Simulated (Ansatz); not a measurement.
## Ansatz (development build ahead of 0.2.0) run

```yaml
crystal:
  periodic: [false, false, false]
  atoms:
    - { symbol: C, position_ang: [-0.00241, 0.00317, 0.0] }
    - { symbol: H, position_ang: [1.09183, -0.00016, 0.0] }
    - { symbol: H, position_ang: [-0.54393, 0.94217, 0.0] }
    - { symbol: H, position_ang: [-0.54549, -0.94518, 0.0] }
basis:
  gaussian: { orbitals: def2-TZVP }
magnetization:
  spin_polarized: true
  initial_magnetization: 1
hamiltonian:
  xc: hf
correlation:
  method: mp2
  frozen_orbitals: { C: 1, H: 0 }
```

The input is written out in the form of the current development build from the run's settings.

Results

* Converged: yes
* Reference energy: -39.57705 hartree
* Correlation energy: -0.15015 hartree
* Total energy: -39.72720 hartree
* Spin squared of the determinant: 0.762
